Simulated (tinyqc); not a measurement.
Worked calculation: RHF in the sto-6g basis, for H2O, spin multiplicity 1. One step of it, computed by the program tinyqc.

Problem. Iteration 1: building the Fock matrix. J_ij = sum D_kl (ij|kl), K_ij = sum D_kl (ik|jl); F = H + J - 0.5 K; E = tr D H + tr D J / 2 - 0.25 tr D K + E_nn.

D at the start:
```
            1O 1s      1O 2s     1O 2px     1O 2py     1O 2pz      2H 1s      3H 1s
1O 1s    1.431654  -0.517620  -0.619740   0.530732   0.334342  -0.097803  -0.196164
1O 2s   -0.517620   2.600478   0.070667  -0.000234   0.281684  -0.730296  -0.732215
1O 2px  -0.619740   0.070667   0.541594  -0.322072  -0.118733  -0.390035  -0.279209
1O 2py   0.530732  -0.000234  -0.322072   1.139900  -0.689950  -0.606111   0.804147
1O 2pz   0.334342   0.281684  -0.118733  -0.689950   1.734112  -0.430649  -0.277013
2H 1s   -0.097803  -0.730296  -0.390035  -0.606111  -0.430649   2.363839  -0.271884
3H 1s   -0.196164  -0.732215  -0.279209   0.804147  -0.277013  -0.271884   2.339345
```

core Hamiltonian H = T + V (hartree):
```
             1O 1s      1O 2s     1O 2px     1O 2py     1O 2pz      2H 1s      3H 1s
1O 1s   -32.790325  -7.245907   0.000000   0.000000  -0.013043  -0.928529  -0.928529
1O 2s    -7.245907  -9.014888   0.000000   0.000000  -0.153338  -2.287933  -2.287933
1O 2px    0.000000   0.000000  -7.280983   0.000000   0.000000   0.000000   0.000000
1O 2py    0.000000   0.000000   0.000000  -7.357296   0.000000  -1.315135   1.315135
1O 2pz   -0.013043  -0.153338   0.000000   0.000000  -7.339123  -1.184799  -1.184799
2H 1s    -0.928529  -2.287933   0.000000  -1.315135  -1.184799  -4.151161  -0.815211
3H 1s    -0.928529  -2.287933   0.000000   1.315135  -1.184799  -0.815211  -4.151161
```

Two-electron integrals (ij|kl) in chemists' order, unique and non-zero (hartree):
```
(11|11) 4.787491    (21|11) 0.675884    (21|21) 0.121505    (22|11) 1.117379
(22|21) 0.249212    (22|22) 0.817383    (31|31) 0.025762    (32|31) 0.039145
(32|32) 0.180664    (33|11) 1.117381    (33|21) 0.249212    (33|22) 0.817382
(33|33) 0.880663    (41|41) 0.025762    (42|41) 0.039145    (42|42) 0.180664
(43|43) 0.047461    (44|11) 1.117381    (44|21) 0.249212    (44|22) 0.817382
(44|33) 0.785741    (44|44) 0.880663    (51|51) 0.025762    (52|51) 0.039145
(52|52) 0.180664    (53|53) 0.047461    (54|54) 0.047461    (55|11) 1.117381
(55|21) 0.249212    (55|22) 0.817382    (55|33) 0.785741    (55|44) 0.785741
(55|55) 0.880663    (61|11) 0.091425    (61|21) 0.015769    (61|22) 0.031690
(61|33) 0.031624    (61|41) 0.000583    (61|42) 0.001146    (61|44) 0.031737
(61|51) 0.000509    (61|52) 0.001001    (61|54) 0.000099    (61|55) 0.031710
(61|61) 0.002086    (62|11) 0.246157    (62|21) 0.055787    (62|22) 0.205667
(62|33) 0.202118    (62|41) 0.003382    (62|42) 0.026061    (62|44) 0.208161
(62|51) 0.002952    (62|52) 0.022747    (62|54) 0.005275    (62|55) 0.206722
(62|61) 0.007297    (62|62) 0.067527    (63|31) 0.005874    (63|32) 0.034109
(63|43) 0.005248    (63|53) 0.004580    (63|63) 0.008984    (64|11) 0.142631
(64|21) 0.032752    (64|22) 0.128673    (64|33) 0.123102    (64|41) 0.007556
(64|42) 0.049066    (64|44) 0.137126    (64|51) 0.001469    (64|52) 0.013055
(64|54) 0.007660    (64|55) 0.125790    (64|61) 0.004457    (64|62) 0.051320
(64|64) 0.047464    (65|11) 0.124495    (65|21) 0.028587    (65|22) 0.112312
(65|33) 0.107449    (65|41) 0.001469    (65|42) 0.013055    (65|44) 0.110529
(65|51) 0.007156    (65|52) 0.045504    (65|54) 0.007936    (65|55) 0.118956
(65|61) 0.003890    (65|62) 0.044795    (65|64) 0.033587    (65|65) 0.038300
(66|11) 0.424200    (66|21) 0.097899    (66|22) 0.414800    (66|33) 0.399618
(66|41) 0.006850    (66|42) 0.074237    (66|44) 0.425469    (66|51) 0.005979
(66|52) 0.064798    (66|54) 0.022563    (66|55) 0.419313    (66|61) 0.012890
(66|62) 0.182225    (66|64) 0.157496    (66|65) 0.137469    (66|66) 0.774999
(71|11) 0.091425    (71|21) 0.015769    (71|22) 0.031690    (71|33) 0.031624
(71|41) -0.000583   (71|42) -0.001146   (71|44) 0.031737    (71|51) 0.000509
(71|52) 0.001001    (71|54) -0.000099   (71|55) 0.031710    (71|61) 0.002057
(71|62) 0.007068    (71|64) 0.003971    (71|65) 0.003773    (71|66) 0.012395
(71|71) 0.002086    (72|11) 0.246157    (72|21) 0.055787    (72|22) 0.205667
(72|33) 0.202118    (72|41) -0.003382   (72|42) -0.026061   (72|44) 0.208161
(72|51) 0.002952    (72|52) 0.022747    (72|54) -0.005275   (72|55) 0.206722
(72|61) 0.007068    (72|62) 0.053666    (72|64) 0.028502    (72|65) 0.034677
(72|66) 0.116273    (72|71) 0.007297    (72|72) 0.067527    (73|31) 0.005874
(73|32) 0.034109    (73|43) -0.005248   (73|53) 0.004580    (73|63) 0.006878
(73|73) 0.008984    (74|11) -0.142631   (74|21) -0.032752   (74|22) -0.128673
(74|33) -0.123102   (74|41) 0.007556    (74|42) 0.049066    (74|44) -0.137126
(74|51) -0.001469   (74|52) -0.013055   (74|54) 0.007660    (74|55) -0.125790
(74|61) -0.003971   (74|62) -0.028502   (74|64) -0.008767   (74|65) -0.018072
(74|66) -0.057232   (74|71) -0.004457   (74|72) -0.051320   (74|74) 0.047464
(75|11) 0.124495    (75|21) 0.028587    (75|22) 0.112312    (75|33) 0.107449
(75|41) -0.001469   (75|42) -0.013055   (75|44) 0.110529    (75|51) 0.007156
(75|52) 0.045504    (75|54) -0.007936   (75|55) 0.118956    (75|61) 0.003773
(75|62) 0.034677    (75|64) 0.018072    (75|65) 0.028887    (75|66) 0.081532
(75|71) 0.003890    (75|72) 0.044795    (75|74) -0.033587   (75|75) 0.038300
(76|11) 0.079092    (76|21) 0.018142    (76|22) 0.073416    (76|33) 0.071604
(76|44) 0.072813    (76|51) 0.001433    (76|52) 0.013533    (76|55) 0.075832
(76|61) 0.002351    (76|62) 0.024703    (76|64) 0.016366    (76|65) 0.018432
(76|66) 0.072821    (76|71) 0.002351    (76|72) 0.024703    (76|74) -0.016366
(76|75) 0.018432    (76|76) 0.011869    (77|11) 0.424200    (77|21) 0.097899
(77|22) 0.414800    (77|33) 0.399618    (77|41) -0.006850   (77|42) -0.074237
(77|44) 0.425469    (77|51) 0.005979    (77|52) 0.064798    (77|54) -0.022563
(77|55) 0.419313    (77|61) 0.012395    (77|62) 0.116273    (77|64) 0.057232
(77|65) 0.081532    (77|66) 0.283458    (77|71) 0.012890    (77|72) 0.182225
(77|74) -0.157496   (77|75) 0.137469    (77|76) 0.072821    (77|77) 0.774999
```

nuclear repulsion = 7.15877118 hartree

Give: Coulomb J; exchange K; Fock matrix F; total energy of this density.

Solution.

Coulomb J (hartree):
```
         1O 1s   1O 2s  1O 2px  1O 2py  1O 2pz   2H 1s   3H 1s
1O 1s   13.476   2.486  -0.034   0.030   0.043   0.325   0.324
1O 2s    2.486   7.028  -0.069   0.059   0.257   1.888   1.888
1O 2px  -0.034  -0.069   6.934  -0.032  -0.017  -0.018  -0.011
1O 2py   0.030   0.059  -0.032   7.050  -0.064   1.219  -1.211
1O 2pz   0.043   0.257  -0.017  -0.064   7.100   1.121   1.135
2H 1s    0.325   1.888  -0.018   1.219   1.121   4.595   0.737
3H 1s    0.324   1.888  -0.011  -1.211   1.135   0.737   4.608
```

exchange K (hartree):
```
         1O 1s   1O 2s  1O 2px  1O 2py  1O 2pz   2H 1s   3H 1s
1O 1s    6.465   0.924  -0.713   0.628   0.370   0.159  -0.026
1O 2s    0.924   2.207  -0.266   0.206   0.158   0.589   0.556
1O 2px  -0.713  -0.266   0.994  -0.283  -0.174  -0.242  -0.123
1O 2py   0.628   0.206  -0.283   1.260  -0.571   0.204  -0.224
1O 2pz   0.370   0.158  -0.174  -0.571   1.910   0.246   0.465
2H 1s    0.159   0.589  -0.242   0.204   0.246   1.504   0.240
3H 1s   -0.026   0.556  -0.123  -0.224   0.465   0.240   1.533
```

Fock matrix F (hartree):
```
          1O 1s   1O 2s  1O 2px  1O 2py  1O 2pz   2H 1s   3H 1s
1O 1s   -22.546  -5.222   0.322  -0.284  -0.155  -0.683  -0.591
1O 2s    -5.222  -3.090   0.064  -0.044   0.025  -0.695  -0.678
1O 2px    0.322   0.064  -0.844   0.110   0.070   0.103   0.051
1O 2py   -0.284  -0.044   0.110  -0.938   0.221  -0.198   0.216
1O 2pz   -0.155   0.025   0.070   0.221  -1.194  -0.187  -0.282
2H 1s    -0.683  -0.695   0.103  -0.198  -0.187  -0.308  -0.198
3H 1s    -0.591  -0.678   0.051   0.216  -0.282  -0.198  -0.310
```

total energy of this density = -59.01620 hartree
